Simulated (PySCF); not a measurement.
Compound: 1,3-difluoropropane, C3H6F2.
Atom-mapped SMILES: `[F:1][CH2:2][CH2:3][CH2:4][F:5]` (hydrogens: H6, H7 on C2; H8, H9 on C3; H10, H11 on C4)

A GFN2-xTB structure was refined with PySCF 2.14.0, PBE0-D3(BJ)/def2-TZVP geometry optimisation, gas phase. Its GFN2-xTB values:

```json
{"coordinate": "F1–C2", "GFN2-xTB": "1.366 Å"}
{"coordinate": "C2–C3", "GFN2-xTB": "1.531 Å"}
{"coordinate": "C2–H6", "GFN2-xTB": "1.086 Å"}
{"coordinate": "C3–H8", "GFN2-xTB": "1.081 Å"}
{"coordinate": "C4–H10", "GFN2-xTB": "1.125 Å"}
{"coordinate": "F1–C2–C3", "GFN2-xTB": "111.1°"}
{"coordinate": "C2–C3–C4", "GFN2-xTB": "111.2°"}
{"coordinate": "F1–C2–C3–C4", "GFN2-xTB": "69°"}
{"coordinate": "C2–C3–C4–F5", "GFN2-xTB": "71°"}
```

How do these coordinates change at the PBE0-D3(BJ)/def2-TZVP level?

| coordinate | PBE0-D3(BJ)/def2-TZVP (Å or °) | change |
| --- | --- | --- |
| C4–H10 | 1.093 | -0.032 |
| C2–C3 | 1.508 | -0.023 |
| F1–C2 | 1.386 | +0.020 |
| C3–H8 | 1.095 | +0.014 |
| C2–H6 | 1.093 | +0.007 |
| C2–C3–C4 | 113.1 | +1.9 |
| F1–C2–C3 | 109.9 | -1.2 |
| C2–C3–C4–F5 | 65 | -6 |
| F1–C2–C3–C4 | 64 | -5 |

The energy falls by 2.4 kcal/mol over 9 energy and gradient evaluations, the largest force component goes from 0.0426 to 1.8e-04 Eh/bohr, and the atoms move by 0.074 Å rms after alignment. The bond that changes most is C4–H10 (sp3 C–F carbon to methylene hydrogen), which shortens by 0.032 Å. Bonds longer at the end by more than 0.005 Å: 5 of 10; shorter: 5. Rotational constants go from 10036, 2772, 2654 to 9451, 2896, 2733 MHz.

The run used 191 basis functions and 64 SCF cycles in all.

No PBE0-D3(BJ)/def2-TZVP frequencies stand behind this structure, so it isn't proved a minimum. One conformer, not necessarily the lowest.

Conformer computed: `[F:1][CH2:2][CH2:3][CH2:4][F:5]`: F1–C2–C3–C4 64°, C2–C3–C4–F5 65°.
